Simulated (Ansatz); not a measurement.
**BSi (doublet): wave-function methods side by side at distance Si1–B2 = 3.117 Å, cc-pVDZ**

How much of the correlation energy of BSi (doublet) does each wave-function method recover here?

Computed with Ansatz 0.2.0, Gaussian basis. Level: cc-pVDZ, core rule «outside noble gas», up to 6 orbitals frozen.

Plan: UHF; CCSD(T) on ROHF; CCSD(T) on UHF; BCCD(T) on ROHF; CISD; CCSDT(Q) on ROHF; CCSDT(Q) on UHF; CASSCF and MRCISD+Q, 3 electrons in 3 orbitals; CASSCF and NEVPT2, 3 electrons in 3 orbitals; CASSCF and MRCISD+Q, 7 electrons in 8 orbitals; CASSCF and NEVPT2, 7 electrons in 8 orbitals; Full CI.

26 further runs of the same task are left out: 5 for a known fault of the program, 17 that didn't finish, 4 set aside as unsound or not needed.

### Step 1. The system

The geometry derives from a PBE0/def2-TZVP stationary point (not a proven minimum). One bond is set to the value named and the two fragments are kept rigid.

2 atoms, charge 0, spin multiplicity 2.

Atoms are counted from 1 here; the program's logs count them from 0.

No contacts short enough for the rule that draws bonds.

### Step 2. UHF

in.yaml reads:

```yaml
crystal:
  periodic: [false, false, false]
  atoms:
    - {symbol: Si, position_ang: [0.000000, 0.000000, 0.000000]}
    - {symbol: B, position_ang: [0.000000, 0.000000, 3.117000]}
basis:
  gaussian: {orbitals: cc-pVDZ}
magnetization: {spin_polarized: true, initial_magnetization: 1}
hamiltonian: {xc: hf}
output: {orbitals: {seedname: orbitals}}
```

On the command line:

```sh
$ ansatz run in.yaml --threads 1 --pin off --events-out ev --progress --plain --max-ram 2393MiB
```

After this run come: CCSD(T) on ROHF; CCSD(T) on UHF; BCCD(T) on ROHF; CISD; CCSDT(Q) on ROHF; CCSDT(Q) on UHF; CASSCF and MRCISD+Q, 3 electrons in 3 orbitals; CASSCF and NEVPT2, 3 electrons in 3 orbitals; CASSCF and MRCISD+Q, 7 electrons in 8 orbitals; CASSCF and NEVPT2, 7 electrons in 8 orbitals; Full CI.

Before running them: what should the planned runs give, taken together? Wanted: FCI below the RHF energy; RMP2 from FCI; UMP2 from FCI; RCCSD from FCI; RCCSD(T) from FCI; UCCSD(T) from FCI; RCCSDT(Q) from FCI; UCCSDT(Q) from FCI; NEVPT2 pair from FCI.

The runs gave:

```
                         quantity                                                   value
         FCI below the RHF energy                                              -4.9028 eV
                    RMP2 from FCI                                           +164.4 kJ/mol
                    UMP2 from FCI                                           +167.0 kJ/mol
                   RCCSD from FCI                                            +30.0 kJ/mol
                RCCSD(T) from FCI                                             +8.7 kJ/mol
                UCCSD(T) from FCI                                             +8.9 kJ/mol
               RCCSDT(Q) from FCI                                             +0.4 kJ/mol
               UCCSDT(Q) from FCI                                             +0.3 kJ/mol
             NEVPT2 pair from FCI                                           +115.8 kJ/mol
           MRCISD+Q pair from FCI                                             -6.5 kJ/mol
          NEVPT2 valence from FCI                                            +66.4 kJ/mol
levels within 1 kcal/mol (43 meV)  RCCSDT, UCCSDT, RCCSDT(Q), UCCSDT(Q), MRCISD+Q valence
                    T1 diagnostic                                                   0.048
   effectively unpaired electrons                                                    1.63
```

RCCSD(T) misses by +8.7 kJ/mol, 1.8 % of the correlation energy. MRCISD+Q pair falls below full CI: the +Q correction isn't variational, and the cores differ from full CI's. The occupations show some static correlation. Of the multireference levels listed MRCISD+Q valence comes nearest in total energy (+1.9 kJ/mol), which doesn't show that its space is the better one. Coupled cluster took another determinant than the lowest Hartree-Fock one. These misses are within one basis, not against nature; the frozen cores of restricted and unrestricted runs differ, which can shift their rows.
